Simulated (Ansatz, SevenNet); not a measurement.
For hcp Y, the machine-learned potential SevenNet-l3i5 (trained on PBE and PBE+U data) gives:

```
Property              Result
-------------------  -------
lattice parameter a  3.647 Å
lattice parameter c  5.712 Å
```

Task: What does B3LYP (VWN-RPA form) (PAW; Ansatz, a program for electronic structure) give for the same quantities?

Result: 
- lattice constant a: 3.720 Å (goes up by 2.0 %)
- lattice parameter c: 5.669 Å (falls by 0.8 %)

For comparison: lattice constant a 3.648 Å (measured, 293 K, not corrected to a static lattice; as tabulated in Wikipedia's data pages); lattice parameter c 5.732 Å (measured, 293 K, no zero-point or thermal correction; as tabulated in Wikipedia's data pages).

Changes are worked out from the printed values.

Unless a cell is named, each level is at its own relaxed cell (SevenNet-l3i5 32.89, B3LYP (VWN-RPA form) 33.97 Å³/atom).

The crystal itself was run without spin with B3LYP (VWN-RPA form); a magnetic state was not tried in these runs.

Ansatz's density-functional and Hartree–Fock values are scalar-relativistic unless marked +SOC, with PAW data made under PBE.
